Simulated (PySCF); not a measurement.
# Excitation energies in several basis sets

Species: sodium chloride, NaCl.
Structure used (PBE0-D3(BJ)/def2-SVP), in Å, numbered top down from 1:
```xyz
2
NaCl angstrom
Na     1.172   -0.006   -0.005
Cl    -1.166    0.009   -0.023
```

TDDFT with PBE0 (PySCF), vertical singlets, core orbitals frozen in the response, spherical d and f functions. Isolated species at its PBE0-D3(BJ)/def2-SVP geometry, gas phase.

```csv
basis,functions,diffuse,S1 (eV),S2 (eV),S3 (eV),S4 (eV),S5 (eV),LUMO (eV),α (au)
def2-SVP,33,no,3.49,3.49,4.18,5.74,5.74,-1.60,22.9
6-31G*,36,no,3.63,3.63,4.28,5.59,5.59,-1.73,23.0
6-31+G*,44,yes,3.80,3.80,4.41,5.67,5.67,-1.73,24.6
def2-SVPD,45,yes,3.90,3.90,4.51,5.75,5.75,-1.63,30.3
aug-cc-pVDZ,54,yes,3.81,3.81,4.43,5.67,5.67,-1.69,29.9
def2-TZVP,69,no,3.79,3.79,4.38,5.74,5.74,-1.67,26.2
def2-TZVPD,81,yes,3.88,3.88,4.46,5.72,5.72,-1.65,31.5
aug-cc-pVTZ,100,yes,3.85,3.85,4.42,5.70,5.70,-1.67,31.5
```

**Question.** How much do these states and the polarisability depend on the basis?

**Answer.** States are compared by their number. Against the largest diffuse basis here (aug-cc-pVTZ, itself not a converged limit), sets without diffuse functions differ by up to 0.36 eV in S1 and 0.11 eV in S5; the smaller diffuse sets differ by up to 0.05 and 0.05 eV. State by state, the largest deviation of a set without diffuse functions is S1 0.36, S2 0.36, S3 0.24, S4 0.11, S5 0.11 eV. The same number needn't mean the same state in each row. Against aug-cc-pVTZ the polarisability deviates by -27% in def2-SVP, -27% in 6-31G*, -22% in 6-31+G*, -4% in def2-SVPD, -5% in aug-cc-pVDZ, -17% in def2-TZVP, 0% in def2-TZVPD.
